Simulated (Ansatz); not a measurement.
Relaxation of CH5BCl (8 atoms, charge 0, multiplicity 2), to a largest force component of 0.03 eV/Å in at most 50 steps.

Computed with Ansatz, UKS B3LYP-D4/def2-SVP.

```xyz
8
Properties=species:S:1:pos:R:3
B 0.005 -0.011 -0.092
H 0.066 -0.005 1.107
Cl 1.557 0.007 -0.934
C -1.352 0.004 -0.856
H -1.927 -0.900 -0.580
H -1.965 0.854 -0.506
H -1.262 0.048 -1.952
H -0.016 0.002 2.968
```

Where does it end, and by what steps?

The run converged. The force dipped under the threshold on the way, but the program's further checks kept it going. After 7 steps the energy has fallen by 0.024 eV; H8 moved furthest, 0.58 Å.

```tsv
step	energy less start (eV)	largest force component (eV/Å)	accepted
0	0.0000	0.357	yes
1	0.0022	0.417	no
2	-0.0045	0.198	yes
3	-0.0121	0.099	yes
4	-0.0192	0.029	yes
5	-0.0231	0.041	yes
6	-0.0238	0.021	yes
7	-0.0241	0.020	yes
```

```xyz
8
Properties=species:S:1:pos:R:3
B 0.025 -0.004 -0.200
H 0.127 -0.029 1.002
Cl 1.542 0.023 -1.098
C -1.355 0.002 -0.919
H -1.926 -0.893 -0.609
H -1.950 0.861 -0.555
H -1.309 0.036 -2.017
H -0.048 0.004 3.550
```

Whether the end is a true minimum wasn't checked by a vibrational analysis.

Time of the run: 15 s on 2 threads of Arm Neoverse V1, on a shared host, peak memory 0.16 GiB.
